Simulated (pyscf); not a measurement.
Structures and frequencies: ωB97X-D3(BJ)/def2-SVP in PySCF. Correlated levels are frozen-core, on RHF or UHF. ΔMP2 is the change of the MP2 total energy from the triple- to the quadruple-zeta basis.

**Question.** How much does it cost (ΔH, 298 K, CCSD(T)/def2-TZVPP + ΔMP2(QZVPP)) to split HB=O (SMILES B=O) at its B–H bond into [B=O]• + H•?

**Answer.** B–H to [B=O]• + H•: 4.81 eV. The radicals are drawn with the spin at the cut bond; how far it spreads was not checked. The CCSD(T) − MP2 part came from Ansatz, without density fitting, on the same reference.
